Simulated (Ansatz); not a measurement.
# CHSi: the cost of one run

Method: def2-QZVPP, core rule «outside noble gas», up to 6 orbitals frozen; program: Ansatz 0.2.0, Gaussian basis.

The runs, in order: UHF; ROHF; CCSD(T) on UHF.

### 1 The system

The geometry is a PBE0/def2-TZVP stationary point (not a proven minimum) of the parent state, kept for this charge and spin.

3 atoms, charge 0, spin multiplicity 2.

Atoms are counted from 1 here; the program's logs count them from 0.

Bond lengths: Si1–C2 1.840 Å, Si1–H3 1.533 Å. Angles: C2–Si1–H3 97.9°.

### 2 UHF

File in.yaml:

```yaml
crystal:
  periodic: [false, false, false]
  atoms:
    - {symbol: Si, position_ang: [0.000000, -0.083231, 0.527232]}
    - {symbol: C, position_ang: [0.000000, 0.076222, -1.305753]}
    - {symbol: H, position_ang: [0.000000, 1.410897, 0.868536]}
basis:
  gaussian: {orbitals: "def2-QZVPP.json"}
magnetization: {spin_polarized: true, initial_magnetization: 1}
hamiltonian: {xc: hf}
output: {orbitals: {seedname: orbitals}}
```

Launch:

```sh
$ ansatz run in.yaml --threads 1 --pin off --events-out ev --progress --plain --max-ram 4096MiB --backend cpu
```

What time and memory should one allow on 1 thread of AMD EPYC 7R13, shared host?

About 26 s, with a peak of 0.34 GiB.
